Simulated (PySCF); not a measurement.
Question: What does the PBE0-D3(BJ)/def2-SVP structure of `PPP` (P3H5) look like in three dimensions?

Answer: 
Z-matrix in Å and degrees, rows numbered from 1:
```
P 
P   1  2.2472
P   2  2.2460  1   95.04
H   1  1.4309  2   93.18  3    87.21
H   1  1.4307  2   93.30  3   179.54
H   2  1.4323  1   92.56  3    92.74
H   3  1.4309  2   93.22  1   -88.09
H   3  1.4307  2   93.27  1   179.58
```

P1 (three-coordinate phosphorus) is pyramidal (angles 93.3°, 93.2° and 92.1°, sum 278.6°, 0.88 Å off the plane of its three neighbours). P2 (three-coordinate phosphorus) is pyramidal (angles 95.0°, 92.6° and 92.5°, sum 280.1°, 1.01 Å off the plane of its three neighbours).

Theory: PySCF 2.14.0, PBE0-D3(BJ)/def2-SVP geometry optimisation, gas phase.

Point group: Cs (tolerance 0.08 Å). Not checked by PBE0-D3(BJ)/def2-SVP frequencies. The numbers are those of one conformer (H–P1–P2–P3 87° and 180°, P1–P2–P3–H -88° and 180°).
